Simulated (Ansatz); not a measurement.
A CCSD(T) single point on C₃H₇Cl, SMILES `CC(C)Cl`.

```yaml
crystal:
  periodic: [false, false, false]
  atoms:
    - {symbol: C, position_ang: [-0.488195, 0.965337, -0.691949]}
    - {symbol: C, position_ang: [-0.009921, -0.430331, -0.367499]}
    - {symbol: C, position_ang: [0.650753, -0.535629, 0.986875]}
    - {symbol: Cl, position_ang: [-1.407555, -1.568605, -0.436956]}
    - {symbol: H, position_ang: [-0.967017, 1.002384, -1.670741]}
    - {symbol: H, position_ang: [-1.204595, 1.309900, 0.056778]}
    - {symbol: H, position_ang: [0.363142, 1.652230, -0.695854]}
    - {symbol: H, position_ang: [0.666090, -0.788054, -1.145958]}
    - {symbol: H, position_ang: [1.526280, 0.119385, 1.018851]}
    - {symbol: H, position_ang: [-0.038462, -0.227132, 1.775769]}
    - {symbol: H, position_ang: [0.974782, -1.556387, 1.191184]}
basis:
  gaussian: {orbitals: def2-SVP}
correlation: {method: ccsd_t}
```

```sh
$ ansatz run in.yaml --threads 2 --pin off --events-out ev --progress --plain --max-ram 4352MiB
```

Log, shortened:

```
Functional definition: HF
956 factors; integrals over basis functions are off by at most 1.6e-3 eV
mean field evaluation 1: about -15697.7323 eV, gradient 2.6e1 eV
mean field evaluation 2: about -15697.7373 eV, gradient 2.6e1 eV
mean field evaluation 4: about -15699.7646 eV, gradient 2.4e0 eV
mean field evaluation 8: about -15699.7851 eV, gradient 2.8e-4 eV
mean field -15699.78507103 eV, -576.9564596639 hartree, gradient 9.2e-7 eV, S^2 0.000000; 0 other end points of the search recorded, 0 dependent functions left out
8 core orbitals not correlated: weight in the atoms' cores, before any rotation towards them, 1.000 or more for the frozen orbitals, at most 0.000 for the correlated occupied ones
reference -15699.78507103 eV, -576.9564596639 hartree; 13, 13 occupied and 74, 74 virtual orbitals, 956 factors
second order -15.55335152 eV of doubles, -0.00000000 eV of singles
cycle   1  -16.55601221 eV  change    -1.0e0 eV  update   7.6e-2
cycle   2  -16.96364359 eV  change   -4.1e-1 eV  update   2.2e-2
cycle   3  -17.02225805 eV  change   -5.9e-2 eV  update   7.9e-3
cycle   4  -17.02362414 eV  change   -1.4e-3 eV  update   2.0e-3
cycle   5  -17.02413525 eV  change   -5.1e-4 eV  update   5.3e-4
cycle   6  -17.02410967 eV  change    2.6e-5 eV  update   1.5e-4
cycle   7  -17.02410661 eV  change    3.1e-6 eV  update   4.4e-5
cycle   8  -17.02411504 eV  change   -8.4e-6 eV  update   1.5e-5
perturbative correction -0.46514576 eV, -0.0170937913 hartree
Total energy: -15717.27433183 eV, -577.5991781435 hartree
```

Hardware: 2 threads of an Arm Neoverse V1 on a shared host. Wall time 4.8 s, peak host memory 0.44 GiB.

Correlation energy per correlated electron: -0.673 eV. T1 diagnostic: 0.0075.
